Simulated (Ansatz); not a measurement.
# H2F (doublet): wave-function methods side by side at distance H1–H2 along a hydrogen transfer = 0.964 Å, 6-31G

How much of the correlation energy of H2F (doublet) does each wave-function method recover here?

Method: 6-31G, core rule «outside noble gas», up to 1 orbitals frozen; program: Ansatz 0.2.0, Gaussian basis.

The runs, in order: UHF; CCSD(T) on ROHF; CCSD(T) on UHF; BCCD(T) on ROHF; CISD; CCSDT(Q) on ROHF; CCSDT(Q) on UHF; CISDTQ; CCSDTQ on ROHF; CCSDTQ on UHF; CASSCF and MRCISD+Q, 3 electrons in 3 orbitals; CASSCF and NEVPT2, 3 electrons in 3 orbitals; CASSCF and MRCISD+Q, 9 electrons in 6 orbitals; CASSCF and NEVPT2, 9 electrons in 6 orbitals; Full CI.

3 further runs of the same task are left out: 3 that didn't finish.

### Step 1. The system

The geometry derives from fragments relaxed apart (PBE0/def2-TZVP) and kept rigid, so it is no stationary point. A hydrogen atom is moved between rigid fragments.

3 atoms, charge 0, spin multiplicity 2.

Atoms are counted from 1 here; the program's logs count them from 0.

Bond lengths: H2–F3 0.937 Å.

### Step 2. UHF

in.yaml reads:

```yaml
crystal:
  periodic: [false, false, false]
  atoms:
    - {symbol: H, position_ang: [0.000000, 0.000000, -0.955000]}
    - {symbol: H, position_ang: [0.000000, 0.000000, 0.009000]}
    - {symbol: F, position_ang: [0.000000, 0.000000, 0.946000]}
basis:
  gaussian: {orbitals: 6-31G}
magnetization: {spin_polarized: true, initial_magnetization: 1}
hamiltonian: {xc: hf}
output: {orbitals: {seedname: orbitals}}
```

On the command line:

```
ansatz run in.yaml --threads 1 --pin off --events-out ev --progress --plain --max-ram 2393MiB
```

Further steps of the session: CCSD(T) on ROHF; CCSD(T) on UHF; BCCD(T) on ROHF; CISD; CCSDT(Q) on ROHF; CCSDT(Q) on UHF; CISDTQ; CCSDTQ on ROHF; CCSDTQ on UHF; CASSCF and MRCISD+Q, 3 electrons in 3 orbitals; CASSCF and NEVPT2, 3 electrons in 3 orbitals; CASSCF and MRCISD+Q, 9 electrons in 6 orbitals; CASSCF and NEVPT2, 9 electrons in 6 orbitals; Full CI.

Before running them: what should the planned runs give, taken together? Wanted: FCI below the RHF energy; RMP2 from FCI; UMP2 from FCI; RCCSD from FCI; RCCSD(T) from FCI; UCCSD(T) from FCI; RCCSDT(Q) from FCI; UCCSDT(Q) from FCI; NEVPT2 pair from FCI.

As calculated:

```
                         quantity                                                                                                      value
         FCI below the RHF energy                                                                                                 -3.7684 eV
                    RMP2 from FCI                                                                                             +3.07 kcal/mol
                    UMP2 from FCI                                                                                             +3.40 kcal/mol
                   RCCSD from FCI                                                                                             +0.82 kcal/mol
                RCCSD(T) from FCI                                                                                             +0.31 kcal/mol
                UCCSD(T) from FCI                                                                                             +0.29 kcal/mol
               RCCSDT(Q) from FCI                                                                                             -0.01 kcal/mol
               UCCSDT(Q) from FCI                                                                                             -0.01 kcal/mol
             NEVPT2 pair from FCI                                                                                             +1.07 kcal/mol
           MRCISD+Q pair from FCI                                                                                             +1.14 kcal/mol
          NEVPT2 valence from FCI                                                                                             +7.88 kcal/mol
levels within 1 kcal/mol (43 meV)  RCCSD, UCCSD, RCCSD(T), UCCSD(T), BCCD(T), RCCSDT, UCCSDT, CISDTQ, RCCSDT(Q), UCCSDT(Q), RCCSDTQ, UCCSDTQ
                    T1 diagnostic                                                                                                      0.017
   effectively unpaired electrons                                                                                                       1.01
```

RCCSD(T) misses by +0.31 kcal/mol, 0.4 % of the correlation energy. One determinant dominates. Of the multireference levels listed MRCISD+Q valence comes nearest in total energy (+1.06 kcal/mol), which doesn't show that its space is the better one. These misses are within one basis, not against nature; the frozen cores of restricted and unrestricted runs differ, which can shift their rows.
